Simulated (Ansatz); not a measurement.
**C4H6OS: up Jacob's ladder to CCSD(T)**

Aim: compute C4H6OS with functionals from several rungs and with coupled cluster, and see how far each lands from CCSD(T) at the basis-set limit for the atomisation energy.

The runs use Ansatz 0.2.0, Gaussian basis; functionals in def2-TZVPP, the program's frozen cores in correlated methods.

Plan: PBE-D4, r2SCAN-D4, PBE0-D4, B3LYP-D4, ωB97X-V, ωB97M-V, B2PLYP; CCSD(T)/def2-TZVPP; MP2/def2-QZVPP; extrapolation to the limit.

### Step 1. The geometry

The geometry comes from an earlier relaxation with PBE0-D4 in a triple-zeta def2 set; it is a stationary point, not always the lowest conformer.

12 atoms, charge 0, spin multiplicity 1.

Atoms are counted from 1 here; the program's logs count them from 0.

Bond lengths: C1–C2 1.199 Å, C1–H7 1.064 Å, C2–C3 1.441 Å, C3–S4 1.839 Å, C3–H8 1.094 Å, C3–H9 1.094 Å, S4–C5 1.800 Å, S4–O6 1.476 Å, C5–H10 1.091 Å, C5–H11 1.091 Å, C5–H12 1.090 Å. Angles: C2–C1–H7 179.5°, C1–C2–C3 178.5°, C2–C3–S4 110.6°, C2–C3–H8 111.6°, C2–C3–H9 111.4°, S4–C3–H8 106.2°, S4–C3–H9 107.4°, H8–C3–H9 109.5°, C3–S4–C5 94.8°, C3–S4–O6 107.1°, C5–S4–O6 106.6°, S4–C5–H10 110.1°, S4–C5–H11 109.6°, S4–C5–H12 106.2°, H10–C5–H11 111.3°, H10–C5–H12 109.7°, H11–C5–H12 109.7°.

As a file:

```xyz
12
charge 0, multiplicity 1
C     1.3130    2.1199   -1.8220
C     1.0263    1.1561   -1.1685
C     0.6459    0.0112   -0.3801
S    -1.0822    0.1866    0.2236
C    -1.1205   -1.4200    1.0352
O    -1.0655    1.2005    1.2959
H     1.5733    2.9777   -2.3958
H     1.2713   -0.0887    0.5122
H     0.6957   -0.9114   -0.9659
H    -1.0503   -2.2176    0.2935
H    -0.3091   -1.4812    1.7623
H    -2.0801   -1.4784    1.5487
```

### Step 2. PBE-D4 (GGA)

File in.yaml:

```yaml
crystal:
  periodic: [false, false, false]
  atoms:
    - {symbol: C, position_ang: [1.312967, 2.119928, -1.822010]}
    - {symbol: C, position_ang: [1.026303, 1.156110, -1.168503]}
    - {symbol: C, position_ang: [0.645856, 0.011198, -0.380090]}
    - {symbol: S, position_ang: [-1.082248, 0.186554, 0.223560]}
    - {symbol: C, position_ang: [-1.120541, -1.420010, 1.035183]}
    - {symbol: O, position_ang: [-1.065492, 1.200482, 1.295918]}
    - {symbol: H, position_ang: [1.573308, 2.977729, -2.395753]}
    - {symbol: H, position_ang: [1.271348, -0.088718, 0.512238]}
    - {symbol: H, position_ang: [0.695713, -0.911394, -0.965853]}
    - {symbol: H, position_ang: [-1.050350, -2.217568, 0.293549]}
    - {symbol: H, position_ang: [-0.309115, -1.481243, 1.762299]}
    - {symbol: H, position_ang: [-2.080051, -1.478368, 1.548661]}
basis:
  gaussian: {orbitals: def2-TZVPP}
hamiltonian: {xc: pbe, dispersion: d4}
output: {forces: true, orbitals: {seedname: orbitals}}
```

The run is started by

```bash
> ansatz run in.yaml --threads 4 --pin off --events-out ev --progress --plain --max-ram 10444MiB
```

After this run come: r2SCAN-D4 (meta-GGA); PBE0-D4 (hybrid); B3LYP-D4 (hybrid); ωB97X-V (range-separated); ωB97M-V (range-separated); B2PLYP (double hybrid); CCSD(T) in def2-TZVPP; MP2 in def2-QZVPP.

**Question.** What will the summary of the whole plan be? Wanted: atomisation energy, CCSD(T)/CBS; farthest; mean size of error, hybrid; mean size of error, range-separated; gap, smallest and largest; T1 diagnostic; triples share of the correlation energy.

The runs gave:

```
                               quantity                                 value
        atomisation energy, CCSD(T)/CBS                             49.335 eV
    functionals within 0.247 eV (0.5 %)            B3LYP-D4, ωB97X-V, ωB97M-V
                               farthest                    PBE-D4 (+1.825 eV)
             mean size of error, hybrid                              0.232 eV
    mean size of error, range-separated                              0.090 eV
              gap, smallest and largest  4.63 eV (PBE-D4), 11.44 eV (ωB97X-V)
                          T1 diagnostic                                0.0150
triples share of the correlation energy                                 4.6 %
```

PBE-D4 is off by +1.825 eV. Double hybrids carry the basis error of their MP2 part in triple zeta, and no dispersion term here, so their miss is partly the set-up's. Misses under about 0.247 eV are within the doubt on the reference itself, which lacks core-valence correlation, relativity and higher excitations. Hartree-Fock recovers 70 % of the binding; the rest is correlation. The gap grows from 4.6 to 11.4 eV across the functionals, mostly with the share of exact exchange.
